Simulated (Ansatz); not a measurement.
Write a Python script for Ansatz's Python interface that makes a relaxed scan of one distance of BH3OS, SMILES OBS. Use (for the species named): PBE0, def2-SVP basis, multiplicity 1.

```xyz
6

O    -1.0886   -0.0893   -0.9855
B     0.0503    0.1699   -0.3625
S     0.3590   -0.3809    1.3367
H    -1.7676   -0.5831   -0.5219
H     0.8683    0.7709   -0.9409
H     1.5786    0.1125    1.4742
```

`bh3os.py`:
```python
# -*- coding: utf-8 -*-
'''Relaxed scan of one distance in BH3OS.'''

import ansatz
import numpy as np

SETTINGS = {
    'basis': 'def2-SVP',
    'functional': 'PBE0',
}

geometry_ang = [
    ('O', (-1.0886, -0.08935, -0.98549)),
    ('B', (0.05035, 0.16986, -0.36255)),
    ('S', (0.35898, -0.38087, 1.33668)),
    ('H', (-1.76761, -0.58306, -0.52189)),
    ('H', (0.86826, 0.77093, -0.94092)),
    ('H', (1.57862, 0.11249, 1.47417)),
]
system = ansatz.Crystal.molecule()
for symbol, xyz in geometry_ang:
    system = system.atom(symbol, xyz)

calculation = system.calculation().basis(gaussian=SETTINGS['basis']).functional(SETTINGS['functional'])
symbols = [site.symbol for site in system.cartesian_sites]
pairs = [(0, 1), (0, 3), (1, 2), (1, 4), (2, 5)]
print('held (A)   E (eV)        ', '  '.join(f'{symbols[i]}{i}-{symbols[j]}{j}' for i, j in pairs))
for length in [1.22, 1.32, 1.43, 1.59, 1.79]:
    rep = calculation.relax(constraints=[ansatz.DistanceConstraint((0, 1), at=length)], force_tolerance=0.02, max_steps=60).run().report
    xyz = np.array(rep['positions_ang'])
    print(f'{length:6.2f} {rep["free_energy_ev"]:14.5f}  ', '  '.join(f'{np.linalg.norm(xyz[i] - xyz[j]):.3f}' for i, j in pairs))
```

`python bh3os.py` gives:
```text
held (A)   E (eV)         O0-B1  O0-H3  B1-S2  B1-H4  S2-H5
DeckWarning: relax.constraints: the input's atoms, or those drawn, lie off the distances that are held; a relaxation that starts there is brought onto them ahead of its first SCF, by positions alone, an atom by 5.19e-2 Å at the most. With the symmetry detection on, the symmetry is detected on the input's atoms as so brought (as typed, where only the drawn atoms reach the distances), and notices that speak of the structure as typed mean those atoms
  1.22   -13596.68339   1.220  0.963  1.840  1.212  1.347
  1.32   -13597.13328   1.320  0.963  1.820  1.207  1.348
  1.43   -13597.03121   1.430  0.964  1.805  1.203  1.348
  1.59   -13596.35274   1.590  0.965  1.787  1.199  1.350
  1.79   -13595.22104   1.790  0.966  1.769  1.196  1.352
```
(Warnings from the package without file and line, repeats left out.)

Total energies depend on the basis set; only differences at equal settings carry meaning. The energies are electronic: no zero-point or thermal terms, and the basis set is short of its limit. Wall time of the script: 46 s on 1 thread of Arm Neoverse V2, with other jobs on the host, peak memory 0.2 GiB.
